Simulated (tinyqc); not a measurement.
Stretching all distances: RHF, UHF, MP2, CISD and CCSD against full CI in the sto-6g basis, for CH3+, spin multiplicity 1. Computed by the program tinyqc with PySCF. Command: `OMP_NUM_THREADS=1 python tinyqc.py 113772 113773 out.jsonl`; one thread of a shared host (Intel(R) Xeon(R) Processor @ 2.60GHz), about 40 s.

Geometry (angstrom):
```
atom        x        y       z
C      0.0000   0.0000  0.0440
H      1.0320   0.0000  0.0000
H     -0.5160   0.8940  0.0000
H     -0.5160  -0.8940  0.0000
```

All coordinates are multiplied by the scale. c0^2 is the weight of the RHF determinant in the lowest singlet FCI state (UHF is spin-contaminated and may lie near states of higher spin) and n(LUMO) the first natural occupation beyond the occupied space.

Full CI energy (hartree) and errors against it (kcal/mol):
```
scale   distance 1-2 (angstrom)      E(FCI)       RHF      UHF      MP2     CISD    CCSD  <S^2> UHF    c0^2  n(LUMO)
0.8800                   0.9090  -39.051620   27.5312  27.5312   7.5756   0.4945  0.1558     0.0000  0.9794   0.0122
1.1100                   1.1466  -39.218769   40.8207  40.8207  12.3600   1.2631  0.3258     0.0000  0.9610   0.0220
1.3500                   1.3945  -39.135103   61.4150  61.4150  20.1643   3.4397  0.8734     0.0000  0.9223   0.0509
1.5800                   1.6320  -38.997711   88.7830  88.4791  30.9503   8.3634  2.4067     0.1660  0.8536   0.1118
1.8200                   1.8799  -38.868074  126.4010  80.0300  45.9160  18.9170  6.6645     1.4735  0.7332   0.2466
```

UHF parts from RHF first at scale 1.58 of those listed, where <S^2> leaves zero. The weight c0^2 goes from 0.98 to 0.73 and n(LUMO) from 0.01 to 0.25: static correlation grows as the bonds break into open-shell fragments. The spread of the error along the curve, which distorts its shape, is CCSD 6.5, CISD 18.4, MP2 38.3, UHF 60.9, RHF 98.9 kcal/mol. The table stops here: at scale 2.05 and beyond, the reference weight falls under 0.45 or RHF, UHF or CCSD hop between solutions, so those rows were left out and the spreads given cover only the rows shown. As computed, partly on other solutions, the errors there reach in size RHF 267, UHF 55, MP2 78, CISD 82, CCSD 41 kcal/mol.
